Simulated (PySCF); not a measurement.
Energies from PySCF (xtb for GFN2), thermal terms from the rigid-rotor harmonic-oscillator model, ideal gas at 1 bar. 'Table' is the NASA 1993 thermochemical table (part measured, part estimated). All species are closed-shell singlets. The harmonic model lacks anharmonicity and excited electronic states, which grow with temperature; levels with a mode under 35 cm⁻¹ are left out. The table's entry may be an old estimate for AlCl₂F (not checked at source).

Harmonic frequencies at GFN2-xTB (cm⁻¹): 115, 166, 239, 430, 658, 775. Point group C2v; S°(298 K) = 314.3 J/mol/K at this level.

Question: Work out Cp and S° of gaseous AlCl₂F at 500, 800, 1200, 1600, 2000 K from these, and set them beside the table.

Answer: 
```csv
T (K),Cp GFN2-xTB,Cp table,S° GFN2-xTB,S° table
500,76.8,76.5,352.3,349.1
800,80.4,80.2,389.3,386.0
1200,81.9,81.7,422.2,418.9
1600,82.4,82.4,445.9,442.5
2000,82.7,82.7,464.3,460.9
```
Units J/mol/K.
